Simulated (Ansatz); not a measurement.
# triplet AlH3S at 6 levels

We compute a comparison of 6 runs (UB3LYP/6-31G*, U-r2SCAN0/def2-TZVP, U-wB97M-V/def2-TZVP, UHSE06/def2-TZVP, UPBE-QIDH/def2-TZVP, RPA@PBE/def2-TZVP) of triplet AlH3S. 

The calculation is run with Ansatz 0.2.0.

48 further runs of the same task are left out: 48 set aside as unsound or not needed.

## Step 1: The structure to begin with

The species is AlH3S (5 atoms), meant as a triplet with charge 0. SMILES of the parent species: `[AlH2][SH]`. The coordinates come from a PBE0-D4/def2-TZVP relaxation. That shape belongs to the parent species and isn't relaxed for this state.

Bond lengths: Al1–S2 2.181 Å, Al1–H3 1.579 Å, Al1–H4 1.581 Å, S2–H5 1.344 Å. Angles: Al1–S2–H5 93.7°, S2–Al1–H3 116.5°, S2–Al1–H4 118.9°, H3–Al1–H4 124.6°.

## Step 2: The energy at UB3LYP/6-31G(d) (spherical functions) (run 1)

molecule.yaml reads:

```yaml
crystal:
  periodic: [false, false, false]
  atoms:
    - {symbol: Al, position_ang: [-0.616100, -0.064200, -0.181700]}
    - {symbol: S, position_ang: [1.129100, -0.343100, 1.096600]}
    - {symbol: H, position_ang: [-1.981700, -0.650100, 0.351100]}
    - {symbol: H, position_ang: [-0.441100, 0.696000, -1.556400]}
    - {symbol: H, position_ang: [1.959700, 0.287800, 0.249000]}
basis:
  gaussian:
    orbitals: 6-31G_st_-spherical.json
total_charge: 0
output:
  orbitals: {seedname: orbitals}
accuracy: high
hamiltonian:
  xc: {name: B3LYP}
magnetization:
  spin_polarized: true
  initial_magnetization: 2
```

The basis set 6-31G* is read from a file made from the Basis Set Exchange's data (not shown).

Launch:

```console
$ ansatz run molecule.yaml --threads 1 --pin off --max-ram 3480MiB --events-out events.jsonl --progress --plain --runs-dir runs
```

The log of the run:

```text
Warning: RAYON_NUM_THREADS=1 ignored (pool sized by the plan → 1); use --threads N
Functional definition: B3LYP
  name "B3LYP"
  parameter a0 = 0.2
  parameter ax = 0.72
  parameter ac = 0.81
  exchange = (1 - a0 - ax)*slater_x + ax*b88_x + a0*exact_x
  correlation = (1 - ac)*vwn_rpa_c + ac*lyp_c
842 factors; integrals over basis functions are off by at most 3.7e-9 eV
mean field evaluation 1: about -17475.7773 eV, gradient 9.3e0 eV
mean field evaluation 2: about -17472.0177 eV, gradient 2.1e1 eV
mean field evaluation 4: about -17476.6144 eV, gradient 3.3e0 eV
mean field evaluation 8: about -17476.8118 eV, gradient 5.8e-1 eV
mean field evaluation 16: about -17476.8633 eV, gradient 2.0e0 eV
mean field evaluation 32: about -17476.7994 eV, gradient 6.8e-1 eV
mean field evaluation 64: about -17476.6826 eV, gradient 4.0e0 eV
mean field -17476.94490385 eV, -642.2658789179 hartree, gradient 1.8e-8 eV, S^2 2.003477; 12 other end points of the search recorded, 0 dependent functions left out
reference -17476.94494022 eV, -642.2658802543 hartree; 17, 15 occupied and 25, 27 virtual orbitals, 842 factors
Total energy: -17476.94494022 eV, -642.2658802543 hartree
```

Wall time 14 s (1 thread of Arm Neoverse V1, shared host); peak memory 0.17 GiB.

## Step 3: A single-point energy at U-r2SCAN0/def2-TZVP (run 2)

input.yaml reads:

```yaml
crystal:
  periodic: [false, false, false]
  atoms:
    - symbol: Al
      position_ang: [-0.616100, -0.064200, -0.181700]
    - symbol: S
      position_ang: [1.129100, -0.343100, 1.096600]
    - symbol: H
      position_ang: [-1.981700, -0.650100, 0.351100]
    - symbol: H
      position_ang: [-0.441100, 0.696000, -1.556400]
    - symbol: H
      position_ang: [1.959700, 0.287800, 0.249000]
basis:
  gaussian: {orbitals: def2-TZVP}
magnetization: {spin_polarized: true, initial_magnetization: 2}
hamiltonian: {xc: {name: r2SCAN0}}
accuracy: high
output: {orbitals: {seedname: orbitals}}
```

Launch:

```console
$ ansatz run input.yaml --threads 1 --pin off --max-ram 3480MiB --events-out events.jsonl --progress --plain --runs-dir runs
```

The log of the run:

```text
Warning: RAYON_NUM_THREADS=1 ignored (pool sized by the plan → 1); use --threads N
Functional definition: r2SCAN0
  name "r2SCAN0"
  parameter a = 0.25
  parameter k0 = 0.174
  parameter k1 = 0.065
  parameter a1 = 4.9479
  exchange = (1 - a)*r2scan_x(k0 = k0, k1 = k1, a1 = a1) + a*exact_x
  correlation = r2scan_c
1572 factors; integrals over basis functions are off by at most 3.5e-9 eV
mean field evaluation 1: about -17474.6048 eV, gradient 1.1e1 eV
mean field evaluation 2: about -17470.4770 eV, gradient 2.3e1 eV
mean field evaluation 4: about -17475.6124 eV, gradient 3.6e0 eV
mean field evaluation 8: about -17475.8267 eV, gradient 7.7e-1 eV
mean field evaluation 16: about -17475.8338 eV, gradient 4.4e-4 eV
mean field evaluation 32: about -17475.8338 eV, gradient 7.7e-7 eV
mean field evaluation 64: about -17475.0573 eV, gradient 5.0e0 eV
mean field -17475.83379404 eV, -642.2250463855 hartree, gradient 7.6e-8 eV, S^2 2.021026; 7 other end points of the search recorded, 0 dependent functions left out
reference -17475.83379701 eV, -642.2250464943 hartree; 17, 15 occupied and 75, 77 virtual orbitals, 1572 factors
Total energy: -17475.83379701 eV, -642.2250464943 hartree
```

Run time: 58 s. Hardware: 1 thread of Arm Neoverse V1, shared host; peak memory 0.42 GiB.

## Step 4: A single-point energy at U-wB97M-V/def2-TZVP (run 3)

input.yaml reads:

```yaml
crystal:
  periodic: [false, false, false]
  atoms:
    - {symbol: Al, position_ang: [-0.616100, -0.064200, -0.181700]}
    - {symbol: S, position_ang: [1.129100, -0.343100, 1.096600]}
    - {symbol: H, position_ang: [-1.981700, -0.650100, 0.351100]}
    - {symbol: H, position_ang: [-0.441100, 0.696000, -1.556400]}
    - {symbol: H, position_ang: [1.959700, 0.287800, 0.249000]}
basis:
  gaussian:
    orbitals: def2-TZVP
magnetization:
  spin_polarized: true
  initial_magnetization: 2
hamiltonian:
  xc: {name: wB97M-V}
accuracy: high
output:
  orbitals: {seedname: orbitals}
```

Launch:

```console
$ ansatz run input.yaml --threads 1 --pin off --max-ram 3480MiB --events-out events.jsonl --progress --plain --runs-dir runs
```

The log of the run, shortened:

```text
Warning: RAYON_NUM_THREADS=1 ignored (pool sized by the plan → 1); use --threads N
Functional definition: wB97M-V
  name "wB97M-V"
[...]
  gx(w, u) = 1 - cx + cx01*u + cx10*w
  gss(w, u) = css00 + css04*u^4 + css10*w + css20*w^2 + css43*w^4*u^3
  gos(w, u) = cos00 + cos10*w + (cos20 + cos21*u)*w^2 + (cos60 + cos61*u)*w^6
[...]
      + integral(e_c_pw_mod_opposite_spin*gos(b97_w_opposite, b97_u_opposite)) + vv10(b, c)
1572 factors; integrals over basis functions are off by at most 3.5e-9 eV
341 factors; integrals over basis functions are off by at most 1.8e-9 eV
[...]
mean field -17475.87713925 eV, -642.2266392926 hartree, gradient 5.5e-8 eV, S^2 2.005283; 6 other end points of the search recorded, 0 dependent functions left out
reference -17475.87714306 eV, -642.2266394327 hartree; 17, 15 occupied and 75, 77 virtual orbitals, 1572 factors
Total energy: -17475.87714306 eV, -642.2266394327 hartree
```

Run time: 3.1 min. Hardware: 1 thread of Arm Neoverse V1, shared host; peak memory 0.78 GiB.

Runs 4 to 5 aren't shown in full; the table further down has their settings and results.

## Step 5: A single-point energy at RPA@PBE/def2-TZVP (run 6)

in.yaml reads:

```yaml
crystal:
  periodic: [false, false, false]
  atoms:
    - {symbol: Al, position_ang: [-0.616100, -0.064200, -0.181700]}
    - {symbol: S, position_ang: [1.129100, -0.343100, 1.096600]}
    - {symbol: H, position_ang: [-1.981700, -0.650100, 0.351100]}
    - {symbol: H, position_ang: [-0.441100, 0.696000, -1.556400]}
    - {symbol: H, position_ang: [1.959700, 0.287800, 0.249000]}
basis:
  gaussian:
    orbitals: def2-TZVP
magnetization:
  spin_polarized: true
  initial_magnetization: 2
hamiltonian:
  xc: pbe
correlation:
  method: rpa
  frozen_orbitals: {Al: 5, H: 0, S: 5}
accuracy: high
```

Launch:

```console
$ ansatz run in.yaml --threads 1 --pin off --max-ram 3480MiB --events-out events.jsonl --progress --plain --runs-dir runs
```

The log of the run, shortened:

```text
Warning: RAYON_NUM_THREADS=1 ignored (pool sized by the plan → 1); use --threads N
Functional definition: PBE
  name "PBE"
[...]
1572 factors; integrals over basis functions are off by at most 3.5e-9 eV
[...]
mean field -17469.24528424 eV, -641.9829231160 hartree, gradient 6.9e-8 eV, S^2 2.003631; 14 other end points of the search recorded, 0 dependent functions left out
10 core orbitals not correlated: weight in the atoms' cores, before any rotation towards them, 1.000 or more for the frozen orbitals, at most 0.000 for the correlated occupied ones
reference -17442.70987768 eV, -641.0077649113 hartree; 7, 5 occupied and 75, 77 virtual orbitals, 1572 factors
Total energy: -17456.88082822 eV, -641.5285377382 hartree
```

Wall time 35 s (1 thread of Arm Neoverse V1, shared host); peak memory 0.36 GiB.

## Step 6: Overview of the runs

```tsv
run	level	frozen core orbitals	energy (Eh)	HOMO energy (eV)	⟨S²⟩	wall time
1	UB3LYP/6-31G* (spherical functions)	–	-642.265880	-3.14	2.003	14 s
2	U-r2SCAN0/def2-TZVP	–	-642.225046	-3.55	2.021	58 s
3	U-wB97M-V/def2-TZVP	–	-642.226639	-4.74	2.005	3.1 min
4	UHSE06/def2-TZVP	–	-642.017257	-3.07	2.008	48 s
5	UPBE-QIDH/def2-TZVP	10	-641.846734	-4.49	2.023	23 s
6	RPA@PBE/def2-TZVP	10	-641.528538	–	2.004	35 s
```

## Step 7: Results

| quantity | value |
| --- | --- |
| run 6: total energy | -641.52854 Eh |
| run 6: RPA correlation energy (valence) | -520.8 mEh |
| run 6: ⟨S²⟩ of the reference determinant | 2.004 |

**Reading.** Totals of different functionals can't be ranked against each other. All runs together took 6.1 min, the longest 3.1 min.
